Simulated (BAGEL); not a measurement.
**CH5AlS (AlH2(SMe)) at HF/cc-pVDZ (density fitting with qzvpp-jkfit)**

What is the energy change on altering one bond length of CH5AlS (AlH2(SMe)) at HF/cc-pVDZ (density fitting with qzvpp-jkfit)? 

Program for the calculation: BAGEL 1.2.2.

1 further run of the same task is left out (set aside as unsound or not needed).

**1. The structure to begin with**

CH5AlS: 8 atoms, total charge 0, spin state singlet. As SMILES, `[H][Al]([H])[S]C`. Geometry: a GFN2-xTB relaxation, a rough one for these elements and not checked as a minimum.

Bond lengths: Al1–S4 2.187 Å, S4–C5 1.850 Å, Al1–H2 1.539 Å, Al1–H3 1.538 Å, C5–H6 1.085 Å, C5–H7 1.085 Å, C5–H8 1.085 Å. Angles: Al1–S4–C5 103.0°, H2–Al1–S4 120.8°, H3–Al1–S4 120.9°, S4–C5–H6 110.4°, S4–C5–H7 105.8°, S4–C5–H8 110.1°, H2–Al1–H3 118.3°, H6–C5–H7 109.9°, H6–C5–H8 110.6°, H7–C5–H8 109.9°.

**2. The energy at HF/cc-pVDZ (density fitting with qzvpp-jkfit)**

The input, job.json:

```json
{ "bagel": [

{
  "title": "molecule",
  "basis": "cc-pvdz.json",
  "df_basis": "qzvpp-jkfit",
  "angstrom": true,
  "geometry": [
    { "atom": "Al", "xyz": [       0.658690,       1.222840,      -1.063900 ] },
    { "atom": "H", "xyz": [       2.196830,       1.209960,      -1.025640 ] },
    { "atom": "H", "xyz": [      -0.057820,       2.582300,      -1.130220 ] },
    { "atom": "S", "xyz": [      -0.477270,      -0.645380,      -1.004360 ] },
    { "atom": "C", "xyz": [      -0.560570,      -1.025390,       0.803810 ] },
    { "atom": "H", "xyz": [       0.438490,      -1.084330,       1.223620 ] },
    { "atom": "H", "xyz": [      -1.051480,      -1.989960,       0.880350 ] },
    { "atom": "H", "xyz": [      -1.146870,      -0.270040,       1.316340 ] }
  ]
},

{
  "title": "hf"
},

{
  "title": "print",
  "file": "orbitals.molden",
  "orbitals": true
}

]}
```

The basis set cc-pVDZ is read from a file made from the Basis Set Exchange's data (not shown).

On the command line:

```console
$ BAGEL_NUM_THREADS=1 BAGEL job.json > job.out
```

Output:

```text
* using 1 threads per process

  ===============================================================
  ===============================================================

  *** Geometry ***

  { "atom" : "Al", "xyz" : [      1.244744,      2.310833,     -2.010480 ] },
  { "atom" : "H", "xyz" : [      4.151407,      2.286493,     -1.938179 ] },
  { "atom" : "H", "xyz" : [     -0.109264,      4.879840,     -2.135806 ] },
  { "atom" : "S", "xyz" : [     -0.901910,     -1.219591,     -1.897965 ] },
  { "atom" : "C", "xyz" : [     -1.059324,     -1.937706,      1.518981 ] },
  { "atom" : "H", "xyz" : [      0.828626,     -2.049087,      2.312307 ] },
  { "atom" : "H", "xyz" : [     -1.987009,     -3.760479,      1.663620 ] },
  { "atom" : "H", "xyz" : [     -2.167270,     -0.510302,      2.487522 ] },

  Number of auxiliary basis functions:      421

  Since a DF basis is specified, we compute 2- and 3-index integrals:
    o Being stored without compression. Storage requirement is 0.019 GB

  Number of basis functions:       75
  Number of electrons      :       40

    * METHOD: MOLECULE                             0.17

  *** RHF ***

  === Nuclear Repulsion ===
   133.4464279885

      * DIIS with orbital gradients will be used.

  === RHF iteration (cc-pvdz.json) ===
      0       -680.17307540          0.01028767           0.04
      1       -680.23133336          0.00424638           0.04
      2       -680.23901379          0.00136659           0.04
      3       -680.23999623          0.00014776           0.04
      4       -680.24001185          0.00003932           0.04
      5       -680.24001330          0.00001286           0.04
      6       -680.24001345          0.00000432           0.04
      7       -680.24001346          0.00000125           0.04
      8       -680.24001347          0.00000037           0.04
      9       -680.24001347          0.00000013           0.04
     10       -680.24001347          0.00000004           0.04
     11       -680.24001347          0.00000002           0.04
     12       -680.24001347          0.00000000           0.04
    * SCF iteration converged.

    * Permanent dipole moment:
           (   -0.113226,    -0.104508,    -0.578139) a.u.

    * METHOD: HF                                   0.64

    * METHOD: PRINT                                0.02

  ===============================================================
```

It took 0.95 s on 1 thread of Arm Neoverse V1, shared host; peak memory 0.094 GiB.

**3. The distorted shape at the same level**

The input, job.json:

```json
{ "bagel" : [

{
  "title" : "molecule",
  "basis" : "cc-pvdz.json",
  "df_basis" : "qzvpp-jkfit",
  "angstrom" : true,
  "geometry" : [
    { "atom" : "Al", "xyz" : [       0.725331,       1.526851,      -2.510451 ] },
    { "atom" : "H", "xyz" : [       2.263471,       1.513971,      -2.472191 ] },
    { "atom" : "H", "xyz" : [       0.008821,       2.886311,      -2.576771 ] },
    { "atom" : "S", "xyz" : [      -0.410629,      -0.341369,      -2.450911 ] },
    { "atom" : "C", "xyz" : [      -0.560570,      -1.025390,       0.803810 ] },
    { "atom" : "H", "xyz" : [       0.438490,      -1.084330,       1.223620 ] },
    { "atom" : "H", "xyz" : [      -1.051480,      -1.989960,       0.880350 ] },
    { "atom" : "H", "xyz" : [      -1.146870,      -0.270040,       1.316340 ] }
  ]
},

{
  "title" : "hf",
  "charge" : 0
},

{
  "title" : "print",
  "file" : "orbitals.molden",
  "orbitals" : true
}

]}
```

The basis set cc-pVDZ is read from a file made from the Basis Set Exchange's data (not shown).

On the command line:

```console
$ BAGEL_NUM_THREADS=1 BAGEL job.json > job.out
```

Output:

```text
* using 1 threads per process

  ===============================================================
  ===============================================================

  *** Geometry ***

  { "atom" : "Al", "xyz" : [      1.370677,      2.885330,     -4.744065 ] },
  { "atom" : "H", "xyz" : [      4.277340,      2.860991,     -4.671764 ] },
  { "atom" : "H", "xyz" : [      0.016669,      5.454337,     -4.869391 ] },
  { "atom" : "S", "xyz" : [     -0.775976,     -0.645094,     -4.631551 ] },
  { "atom" : "C", "xyz" : [     -1.059324,     -1.937706,      1.518981 ] },
  { "atom" : "H", "xyz" : [      0.828626,     -2.049087,      2.312307 ] },
  { "atom" : "H", "xyz" : [     -1.987009,     -3.760479,      1.663620 ] },
  { "atom" : "H", "xyz" : [     -2.167270,     -0.510302,      2.487522 ] },

  Number of auxiliary basis functions:      421

  Since a DF basis is specified, we compute 2- and 3-index integrals:
    o Being stored without compression. Storage requirement is 0.019 GB

  Number of basis functions:       75
  Number of electrons      :       40

    * METHOD: MOLECULE                             0.16

  *** RHF ***

  === Nuclear Repulsion ===
   111.8253340894

      * DIIS with orbital gradients will be used.

  === RHF iteration (cc-pvdz.json) ===
      0       -680.02180260          0.00811689           0.04
      1       -680.07626544          0.00266199           0.04
      2       -680.08121968          0.00098891           0.04
      3       -680.08187753          0.00033509           0.04
      4       -680.08194266          0.00009122           0.04
      5       -680.08195517          0.00004276           0.04
      6       -680.08195833          0.00002029           0.04
      7       -680.08195963          0.00001416           0.04
      8       -680.08196091          0.00000770           0.04
      9       -680.08196133          0.00000301           0.04
     10       -680.08196137          0.00000119           0.04
     11       -680.08196137          0.00000066           0.04
     12       -680.08196137          0.00000012           0.04
     13       -680.08196137          0.00000005           0.04
     14       -680.08196137          0.00000002           0.04
     15       -680.08196137          0.00000001           0.04
     16       -680.08196137          0.00000001           0.04
    * SCF iteration converged.

    * Permanent dipole moment:
           (    0.122103,     0.479827,    -2.120402) a.u.

    * METHOD: HF                                   0.81

    * METHOD: PRINT                                0.02

  ===============================================================
```

Wall time 1.1 s (1 thread of Arm Neoverse V1, shared host); peak memory 0.094 GiB.

**4. Results**

At HF/cc-pVDZ (density fitting with qzvpp-jkfit):

| quantity | value |
| --- | --- |
| first shape: total energy | -680.24001 Eh |
| first shape: dipole moment | 1.52 D |
| first shape: HOMO energy | -9.38 eV |
| first shape: LUMO energy | 0.94 eV |
| first shape: HOMO–LUMO gap | 10.32 eV |
| distorted shape: total energy | -680.08196 Eh |
| distorted shape: dipole moment | 5.53 D |
| distorted shape: HOMO energy | -8.57 eV |
| distorted shape: LUMO energy | -1.67 eV |
| distorted shape: HOMO–LUMO gap | 6.90 eV |
| energy change with the S4–C5 bond stretched from 1.850 to 3.329 Å | 4.301 eV |

One bond (distorted shape) is far stretched, which a spin-restricted single reference describes badly; a broken-symmetry solution may lie lower. With the S4–C5 bond stretched from 1.850 to 3.329 Å the energy rises by 4.30 eV (99 kcal/mol). The first shape isn't relaxed at this level, so the change isn't measured from a minimum. A restricted reference can't describe the breaking bond well at this length.
